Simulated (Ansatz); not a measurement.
A calculation with Ansatz (development build ahead of 0.2.0).

```yaml
crystal:
  periodic: [false, false, false]
  atoms:
    - { symbol: C, position_ang: [-0.04619, 0.6511, 0.0] }
    - { symbol: O, position_ang: [-0.04619, -0.74338, 0.0] }
    - { symbol: H, position_ang: [-1.07113, 0.95039, 0.0] }
    - { symbol: H, position_ang: [0.86096, -1.02749, 0.0] }
    - { symbol: H, position_ang: [0.4284, 1.05877, 0.87394] }
    - { symbol: H, position_ang: [0.4284, 1.05877, -0.87394] }
basis:
  gaussian: { orbitals: cc-pVTZ }
total_charge: 1
magnetization:
  spin_polarized: true
  initial_magnetization: 1
hamiltonian:
  xc: hf
correlation:
  method: ccsd_t
  frozen_orbitals: { C: 1, H: 0, O: 1 }
```

The input is written out in the form of the current development build from the run's settings.

Output:

```yaml
Converged: yes
Reference_energy: -114.73319 hartree
CCSD_correlation_energy: -0.40051 hartree
Triples_correction: -0.01287 hartree
Total_energy: -115.14656 hartree
Spin_squared_of_the_determinant: 0.761
```
